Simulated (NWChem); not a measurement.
System: disulfur (S₂, triplet); SMILES S=S

Input file for NWChem:

```
start job
memory heap 200 mb stack 900 mb global 1100 mb
geometry units angstroms noautosym nocenter noautoz
  S      0.000000     0.000000     0.951971
  S      0.000000     0.000000    -0.951971
end
basis spherical
  S library def2-tzvpp
end
dft
  odft
  mult 3
  xc pbe0
  iterations 150
end
cosmo
  do_cosmo_smd true
  solvent water
end
task dft energy
```

Excerpt of the output:

```
             Northwest Computational Chemistry Package (NWChem) 7.3.0
             --------------------------------------------------------

                             Geometry "geometry" -> ""
                             -------------------------

 Output coordinates in angstroms (scale by  1.889725989 to convert to a.u.)

  No.       Tag          Charge          X              Y              Z
 ---- ---------------- ---------- -------------- -------------- --------------
    1 S                   16.0000     0.00000000     0.00000000     0.95197100
    2 S                   16.0000     0.00000000     0.00000000    -0.95197100

 Effective nuclear repulsion energy (a.u.)      71.1520496653

                                 NWChem DFT Module
                                 -----------------

 Summary of "ao basis" -> "ao basis" (spherical)
 ------------------------------------------------------------------------------
       Tag                 Description            Shells   Functions and Types
 ---------------- ------------------------------  ------  ---------------------
 S                         def2-tzvpp               14       42   5s5p3d1f

 in cosmo_initialize ...
 calling solv_data for solv:h2o

 solvent parameters
 solvname_short: h2o
 solvname_long:  water
 dielec:       78.4000
 dielecinf:     1.7769
 aqueous SMD model solvent descriptors
 dielec:       78.4000
 sola:          0.8200

          ---------------
          -cosmo- solvent
          ---------------
 Cosmo: York-Karplus, doi: 10.1021/jp992097l
 dielectric constant -eps-     =  78.40
 screen = (eps-1)/(eps    )    =   0.98724
 surface charge correction     = lagrangian

   van der Waals surface
 --------------------------

[...]

                                COSMO-SMD solvation results
                                ---------------------------

             internal energy in gas <Psi(g)|H|Psi(g)> =      -796.117336202724
         internal energy in solvent <Psi(s)|H|Psi(s)> =      -796.117328216805
                               delta internal energy  =         0.000007985919 (    0.01 kcal/mol)
   total free energy in solvent <Psi(s)|H+V/2|Psi(s)> =      -796.117497219387
 polarization energy contribution <Psi(s)|V/2|Psi(s)> =        -0.000169002583 (   -0.11 kcal/mol)
    total free energy in solvent including G(SMD-CDS) =      -796.118760895806
                       G(SMD-CDS) energy contribution =        -0.001263676419 (   -0.79 kcal/mol)
     1 M fixed-concentration free energy of solvation =        -0.001424693083 (   -0.89 kcal/mol)

                    DFT Final Alpha Molecular Orbital Analysis
                    ------------------------------------------

 Vector   15  Occ=1.000000D+00  E=-3.948100D-01
              MO Center=  2.8D-11, -4.2D-10,  1.8D-05, r^2= 2.0D+00
   Bfn.  Coefficient  Atom+Function         Bfn.  Coefficient  Atom+Function
  ----- ------------  ---------------      ----- ------------  ---------------
    15      0.271355  1 S  px                16     -0.271361  1 S  py
    57      0.271349  2 S  px                58     -0.271355  2 S  py
    18      0.128858  1 S  px                19     -0.128860  1 S  py
    60      0.128854  2 S  px                61     -0.128857  2 S  py
    12      0.117202  1 S  px                13     -0.117205  1 S  py

 Vector   16  Occ=1.000000D+00  E=-2.617420D-01
              MO Center= -2.3D-09, -2.3D-09, -1.7D-05, r^2= 2.6D+00
   Bfn.  Coefficient  Atom+Function         Bfn.  Coefficient  Atom+Function
  ----- ------------  ---------------      ----- ------------  ---------------
    15      0.297806  1 S  px                16      0.297803  1 S  py
    57     -0.297810  2 S  px                58     -0.297808  2 S  py
    18      0.226595  1 S  px                19      0.226593  1 S  py
    60     -0.226599  2 S  px                61     -0.226597  2 S  py
    12      0.133395  1 S  px                13      0.133394  1 S  py

 Vector   17  Occ=1.000000D+00  E=-2.617420D-01
              MO Center= -5.8D-10, -3.3D-10, -1.7D-05, r^2= 2.6D+00
   Bfn.  Coefficient  Atom+Function         Bfn.  Coefficient  Atom+Function
  ----- ------------  ---------------      ----- ------------  ---------------
    15      0.297803  1 S  px                16     -0.297806  1 S  py
    57     -0.297808  2 S  px                58      0.297810  2 S  py
    18      0.226593  1 S  px                19     -0.226595  1 S  py
    60     -0.226597  2 S  px                61      0.226599  2 S  py
    12      0.133394  1 S  px                13     -0.133395  1 S  py

 Vector   18  Occ=0.000000D+00  E=-4.884371D-03
              MO Center= -1.0D-08, -1.0D-08,  2.1D-06, r^2= 4.0D+00
   Bfn.  Coefficient  Atom+Function         Bfn.  Coefficient  Atom+Function
  ----- ------------  ---------------      ----- ------------  ---------------
     5      0.875934  1 S  s                 47     -0.875934  2 S  s
    20     -0.859632  1 S  pz                62     -0.859632  2 S  pz
    17     -0.409918  1 S  pz                59     -0.409920  2 S  pz
     4      0.160247  1 S  s                 46     -0.160246  2 S  s
     3     -0.147942  1 S  s                 45      0.147942  2 S  s

[...]
```

Level: PBE0/def2-TZVPP, spin-unrestricted, SMD on the gas-phase geometry. Coordinates come from a PBE0/def2-SVP, spin-unrestricted optimisation. No stability test was run on the SCF state. Solvent: water.
